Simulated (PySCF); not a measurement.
**Computed spin Hamiltonian**

Species: C4H6FS (doublet state).
Structure used (GFN2-xTB), in Å, numbered top down from 1:
```
atom  x, y, z in Å
C1     1.8269    0.1793    0.0055
S2     0.7229   -0.4327   -1.2973
C3    -0.9138   -0.0441   -0.6459
C4    -1.1721    0.8639    0.4567
C5    -1.4478   -0.5411    0.7038
F6    -0.6401   -1.2661    1.5464
H7     1.8441    1.2650   -0.0091
H8     1.4994   -0.1986    0.9691
H9     2.8126   -0.2085   -0.2303
H10   -1.6088   -0.1385   -1.4709
H11   -0.4752    1.4818    0.9846
H12   -2.4468   -0.9612    0.7259
```

The hyperfine couplings belong to this conformer and change with its torsions.

Identity: `CS[C@@H]1[CH][C@@H]1F` [radical].

Theory: PySCF, UKS B3LYP, pcH-1 on C F H S, non-relativistic, mean-field spin-orbit, GIAO. Isolated species at its GFN2-xTB geometry (one conformer only). The geometry wasn't refined by DFT: couplings that depend on bond lengths, twists or pyramidal angles can differ widely from those at the functional's own minimum. Stability of the SCF solution: not tested.

* g1, g2, g3: 2.00208, 2.00364, 2.00692
* g_iso: 2.00421
* Form of g: rhombic: the two nearest values differ by 32 % of g3 − g1
* ⟨S²⟩: 0.7545 (exact 0.7500)
* α and β electrons: 28, 27
* HOMO–LUMO gap, α and β orbitals: 6.53, 3.41 eV
* Total energy: -653.96985 Eh

Isotropic coupling and dipolar principal values T1 to T3, in 10⁻⁴ cm⁻¹; ρ(0) is the spin density at the nucleus (1 × 10⁻⁴ cm⁻¹ = 2.998 MHz):

```json
{"atom": "C1", "isotope": "13C", "a_iso": "0.6", "of which spin–orbit": "0.0", "T1": "-0.2", "T2": "0.0", "T3": "0.3", "Mulliken spin population": "0.00", "ρ(0) (bohr⁻³)": "0.0017"}
{"atom": "S2", "isotope": "33S", "a_iso": "0.8", "of which spin–orbit": "0.0", "T1": "-4.3", "T2": "-2.9", "T3": "7.1", "Mulliken spin population": "0.08", "ρ(0) (bohr⁻³)": "0.0069"}
{"atom": "C3", "isotope": "13C", "a_iso": "-7.5", "of which spin–orbit": "0.0", "T1": "-3.3", "T2": "-1.1", "T3": "4.3", "Mulliken spin population": "0.00", "ρ(0) (bohr⁻³)": "-0.0201"}
{"atom": "C4", "isotope": "13C", "a_iso": "79.0", "of which spin–orbit": "0.0", "T1": "-22.1", "T2": "-21.8", "T3": "44.0", "Mulliken spin population": "0.84", "ρ(0) (bohr⁻³)": "0.2107"}
{"atom": "C5", "isotope": "13C", "a_iso": "-4.9", "of which spin–orbit": "0.0", "T1": "-3.3", "T2": "-1.1", "T3": "4.4", "Mulliken spin population": "0.02", "ρ(0) (bohr⁻³)": "-0.0131"}
{"atom": "F6", "isotope": "19F", "a_iso": "25.9", "of which spin–orbit": "0.1", "T1": "-25.1", "T2": "-18.0", "T3": "43.2", "Mulliken spin population": "0.02", "ρ(0) (bohr⁻³)": "0.0184"}
{"atom": "H7", "isotope": "1H", "a_iso": "0.8", "of which spin–orbit": "0.0", "T1": "-0.8", "T2": "-0.5", "T3": "1.3", "Mulliken spin population": "0.00", "ρ(0) (bohr⁻³)": "0.0005"}
{"atom": "H8", "isotope": "1H", "a_iso": "0.8", "of which spin–orbit": "0.0", "T1": "-0.9", "T2": "-0.6", "T3": "1.5", "Mulliken spin population": "0.00", "ρ(0) (bohr⁻³)": "0.0006"}
{"atom": "H9", "isotope": "1H", "a_iso": "-0.1", "of which spin–orbit": "0.0", "T1": "-0.4", "T2": "-0.2", "T3": "0.6", "Mulliken spin population": "0.00", "ρ(0) (bohr⁻³)": "-0.0001"}
{"atom": "H10", "isotope": "1H", "a_iso": "35.3", "of which spin–orbit": "0.0", "T1": "-2.4", "T2": "-1.3", "T3": "3.8", "Mulliken spin population": "0.04", "ρ(0) (bohr⁻³)": "0.0237"}
{"atom": "H11", "isotope": "1H", "a_iso": "-10.8", "of which spin–orbit": "0.0", "T1": "-10.1", "T2": "-1.2", "T3": "11.3", "Mulliken spin population": "-0.03", "ρ(0) (bohr⁻³)": "-0.0073"}
{"atom": "H12", "isotope": "1H", "a_iso": "19.7", "of which spin–orbit": "0.0", "T1": "-2.3", "T2": "-1.0", "T3": "3.3", "Mulliken spin population": "0.02", "ρ(0) (bohr⁻³)": "0.0132"}
```

The largest Mulliken spin populations are on C4 (+0.84) and S2 (+0.08). C4 is the only atom above +0.15. The angles at C4 add up to 318.8°, so it is pyramidal.

Under fast tumbling the dipolar parts average out, and these isotropic splittings remain: 1 × 1H (H10, I = 1/2, 2 lines) with 3.77 mT, 1 × 19F (F6, I = 1/2, 2 lines) with 2.76 mT, 1 × 1H (H12, I = 1/2, 2 lines) with 2.11 mT, 1 × 1H (H11, I = 1/2, 2 lines) with 1.15 mT and 3 × 1H (H7/H8/H9, I = 1/2, 4 lines) with 0.06 mT.

Nuclei that the bonding pattern makes equivalent are averaged, as if the motion that swaps them (rotation, inversion, ring flip) were fast.

The 13C coupling of C4 (236.8 MHz) shows only in satellite lines or after enrichment, since that isotope makes up about 1.07 % of natural carbon.

The spin density at the nucleus, in bohr⁻³, is negative for C3 (-0.0201), C5 (-0.0131) and H11 (-0.0073), for instance. A restricted open-shell determinant has no negative spin density anywhere; here it arises because α and β orbitals differ (spin polarisation).

On one thread of an Arm Neoverse V2 (shared host), this took 38 s (grids of density and orbitals included) and 0.86 GiB of memory at its peak.
